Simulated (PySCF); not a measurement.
Species: C3H3ClF2.
Cartesian coordinates in Å at the GFN2-xTB level; atoms count from 1:
```xyz
9
C3H3ClF2 angstrom
F      2.580    0.029    0.240
C      1.326    0.387   -0.033
C      0.293   -0.441    0.069
F      0.463   -1.713    0.472
C     -1.121   -0.071   -0.211
Cl    -1.851    0.732    1.227
H      1.232    1.414   -0.349
H     -1.711   -0.966   -0.405
H     -1.198    0.635   -1.035
```

Theory: PySCF 2.14.0, density-fitted response routines, TDDFT PBE0/def2-SVPD, vertical, gas phase, core orbitals frozen in the response.

Transition dipole moments from the ground state, in atomic units and in the frame of the coordinates above (overall signs are arbitrary), for the states with f of 0.002 or more among the lowest 6:

```tsv
state	E (hartree)	μx	μy	μz
S1	0.2256	-0.933	-0.186	0.154
S2	0.2399	0.124	-0.075	0.009
S3	0.2443	-0.227	0.021	0.210
S4	0.2508	-0.738	-0.113	0.269
S5	0.2670	0.435	0.187	-0.029
S6	0.2934	-0.194	-0.264	-0.019
```

(1) What oscillator strength does each state have?

(2) Which bond between heavy atoms lies closest to the direction of the S1 transition dipole?

(3) What angle do the transition dipoles of S1 and S6 make?

(4) How is the summed strength of these states shared among x, y and z?

(5) What peak molar absorption coefficient would the strongest computed level give as a lone Gaussian band 0.3 eV wide at half height?

Results:

(1) f = (2/3) ΔE |μ|² with ΔE in hartree (27.2114 eV).

```tsv
state	|μ|² (au)	|μ| (D)	f
S1	0.930	2.45	0.140
S2	0.021	0.37	0.003
S3	0.096	0.79	0.016
S4	0.630	2.02	0.105
S5	0.225	1.20	0.040
S6	0.107	0.83	0.021
```

(2) C2–C3, at 28° from it; next C3–C5 at 33°.

(3) |cos θ| = |μa·μb| / (|μa| |μb|) = 0.72, so θ ≈ 44° (taken between 0 and 90°, since the signs are arbitrary).

(4) (2/3) Σ ΔE μα² gives 0.274 for x, 0.028 for y and 0.023 for z, 0.325 in all.

(5) ε(max) = 2.175×10⁸ f / FWHM, with the width in cm⁻¹. S1: 2.175×10⁸ × 0.1398 / 2420 ≈ 13000 L mol⁻¹ cm⁻¹.

One conformer stands for the species.
